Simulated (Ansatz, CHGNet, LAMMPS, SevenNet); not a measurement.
# Ladder of methods for the elastic constant C44 of bcc V

Reference value: 46 GPa (measured, 0 K, extrapolated to 0 K; zero-point effects included; as tabulated in Wang et al. (2022), arXiv:2209.12322).

| level (code) | value (GPa) | cell (Å³/atom) | difference (%) |
|---|---|---|---|
| MEAM library.meam-V (LAMMPS) | 43.2 | 14.05 | -6.1 |
| CHGNet 0.3.0 | 61.4 | 13.45 | +33 |
| SevenNet-l3i5 | 42.0 | 13.46 | -8.7 |
| LDA (Ansatz) | 8.34 | 12.53 | -82 |
| PBE (Ansatz) | 27.4 | 13.46 | -40 |
| PBEsol (Ansatz) | 22.9 | 12.95 | -50 |
| r²SCAN (Ansatz) | 18.8 | 13.27 | -59 |

Of the ranked levels MEAM library.meam-V (-6.1 %) comes nearest. Among them LDA (-82 %) misses by most. Within 20 %: MEAM library.meam-V, SevenNet-l3i5.

The reference isn't brought to a static lattice, while the calculations are for one, so the differences are not the levels' errors alone. The crystal itself was run without spin with LDA, PBE, PBEsol, r²SCAN; a magnetic state was not tried in these runs. LDA, PBE, PBEsol, r²SCAN: the shear constants of this metal are likely not converged at this k mesh and smearing. Each level is taken at its own relaxed cell. Cutoffs differ between the levels. Ansatz's density-functional and Hartree–Fock values are scalar-relativistic unless marked +SOC, with PAW data made under PBE.

Empirical potentials (MEAM library.meam-V) are fitted to chosen data: where that held the value shown, agreement is built in, and what lay outside the fit can be far off. Machine-learned potentials (CHGNet 0.3.0, SevenNet-l3i5) are trained on DFT data: a solid inside that data is no test of them.

Differences are worked out from the printed values.

Ansatz is an electronic-structure program.
